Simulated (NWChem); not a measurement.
CH7AlN− (SMILES C[NH][AlH3-]): name the method

The species is CH7AlN− (10 atoms), meant as a singlet with charge -1. SMILES: `C[NH][AlH3-]`. The shape comes from GFN2-xTB, which is rough for such elements, and wasn't checked as a minimum.

```xyz
10

C    -0.1231    0.6321   -1.3501
N    -0.5452    0.0593   -0.1029
Al    0.3657   -0.6361    1.3410
H    -0.4396    0.0429   -2.2330
H    -0.4970    1.6625   -1.5036
H     0.9665    0.6713   -1.3518
H    -1.5614    0.0350   -0.0630
H     0.6439   -2.2211    1.1339
H    -0.5880   -0.3908    2.6344
H     1.7783    0.1450    1.4952
```

A calculation with NWChem 7.3.0 gave:

```json
{"total energy": "-334.0917 Eh", "HOMO energy": "-0.24 eV", "LUMO energy": "21.07 eV", "HOMO–LUMO gap": "21.31 eV", "largest force": "2.303 eV/Å"}
```

Problem. Which of these levels gave the numbers?
A. TPSS/6-31G** (spherical functions)
B. B3LYP/6-31G* (spherical functions)
C. B3LYP/6-31G* (Cartesian functions)
D. HF/STO-3G

Solution. D. The others give -339.5285 Eh (B3LYP/6-31G* (spherical functions)), -339.5517 Eh (TPSS/6-31G** (spherical functions)), -339.5318 Eh (B3LYP/6-31G* (Cartesian functions)).
